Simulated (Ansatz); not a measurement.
**Mg₂+ (doublet): from Hartree-Fock to the top rungs, def2-TZVPP**

One table from this session's results is given with a row withheld; the runs are named, their logs left out.

The runs use Ansatz 0.2.0, Gaussian basis; def2-TZVPP, core rule «outside noble gas», up to 10 orbitals frozen.

The runs, in order: UHF; ROHF; CCSD(T) on UHF.

**The system**

The geometry is a PBE0/def2-TZVP stationary point (not a proven minimum).

2 atoms, charge 1, spin multiplicity 2.

Atoms are counted from 1 here; the program's logs count them from 0.

No contacts short enough for the rule that draws bonds.

Geometry (Å):

```
Mg    0.00000    0.00000    0.00000
Mg    0.00000    0.00000    3.04200
```

The first run:

in.yaml reads:

```yaml
crystal:
  periodic: [false, false, false]
  atoms:
    - {symbol: Mg, position_ang: [0.000000, 0.000000, 0.000000]}
    - {symbol: Mg, position_ang: [0.000000, 0.000000, 3.042000]}
basis:
  gaussian: {orbitals: def2-TZVPP}
total_charge: 1
magnetization: {spin_polarized: true, initial_magnetization: 1}
hamiltonian: {xc: hf}
output: {orbitals: {seedname: orbitals}}
```

The run is started by

```
$ ansatz run in.yaml --threads 1 --pin off --events-out ev --progress --plain --max-ram 4096MiB --backend cpu
```

Steps of the session up to this table: UHF; ROHF; CCSD(T) on UHF.

One of the session's tables, all rows but one given; the rest of the session is left out.

```
  method  from UCCSD(T) (meV)
    ROHF              +1238.8
     UHF                    ?
    UMP2               +403.1
   UCCSD                +14.0
UCCSD(T)                    0
```

Q: Estimate the row for UHF from the others.

**Answer.** from UCCSD(T) (meV): +961.3. In the column «from UCCSD(T) (meV)» it lies between UMP2 (+403.1) and ROHF (+1238.8).
